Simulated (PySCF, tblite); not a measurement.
**AsH3F2, a complex of two parts as drawn: NMR shifts, interaction energy, infrared bands, spin-spin couplings, core binding energies and electronic excitations**

One table from this session's results is given with a row withheld; the runs are named, their logs left out.

Programs: tblite 0.8.0 and PySCF 2.14.0. All values are calculated, for the isolated system unless a continuum is named. Atoms count from 0, parts from 1.

## Starting point

6 atoms, charge 0, multiplicity 1; geometry: rigid parts in contact. Parts: 1 = atoms 0–1, `FF`, charge 0; 2 = atoms 2–5, `[AsH3]`, charge 0.

Set-up of the first run:

The job: settings as JSON, then the geometry in Å.

```
{"job": {"kind": "dock", "xc": "GFN2-xTB", "basis": "xTB"}, "charge": 0, "multiplicity": 1, "parts": [{"atoms": "0-1", "charge": 0, "multiplicity": 1}, {"atoms": "2-5", "charge": 0, "multiplicity": 1}]}
F      0.701457     0.003850    -0.002569
F     -0.701457    -0.003850     0.002569
As    -2.185658     2.242422    -1.010904
H     -2.753887     3.622759    -0.912649
H     -1.014121     2.687354    -0.193965
H     -2.902387     1.878614     0.250727
```

With the program's defaults for keys left out, this is: GFN2-xTB search for minima from random contacts, gas phase.

On the command line:

```sh
> OMP_NUM_THREADS=1 python cluster_run.py task.json out
```

The driver reads the jobs from task.json and runs them one after another.

Steps of the session up to this table: Docking the parts with GFN2-xTB; Relaxing the molecule at PBE0-D3(BJ)/def2-TZVPD; Shielding tensors: PBE0/pcSseg-2; Coupled-cluster interaction energy: CCSD(T) and MP2.

One of the session's tables, all rows but one given; the rest of the session is left out.

It belongs to the step «Coupled-cluster interaction energy: CCSD(T) and MP2». 

```
                 method  interaction energy (kcal/mol)
         HF/aug-cc-pVDZ                              ?
        MP2/aug-cc-pVDZ                         -53.20
       CCSD/aug-cc-pVDZ                         -41.67
    CCSD(T)/aug-cc-pVDZ                         -33.80
         HF/aug-cc-pVQZ                         -86.27
        MP2/aug-cc-pVQZ                         -59.86
    SCS-MP2/aug-cc-pVQZ                         -47.13
      MP2, extrapolated                         -60.95
CCSD(T), limit estimate                         -41.54
```

Estimate the missing values for HF/aug-cc-pVDZ.

**Answer.** interaction energy (kcal/mol): -83.04. In the column «interaction energy (kcal/mol)» it lies between HF/aug-cc-pVQZ (-86.27) and MP2, extrapolated (-60.95).

At this geometry F1 and As2 of different parts are bonded (1.75 Å), so this energy is mostly that of cutting a chemical bond between strained fragments, not an intermolecular interaction.

To keep in mind: Shifts at one fixed geometry are not the observed spectrum, which averages over the motion. At this geometry a test (T1, the size of the triples or of CCSD(T) less MP2, charge moved between the parts) flags the run, so its CCSD(T) estimate is not taken as a benchmark. The interaction energy leaves out the deformation of the parts, 48.83 kcal/mol at MP2. So large a deformation means that a part is far from its own minimum, so a sum across the two methods would be rough.
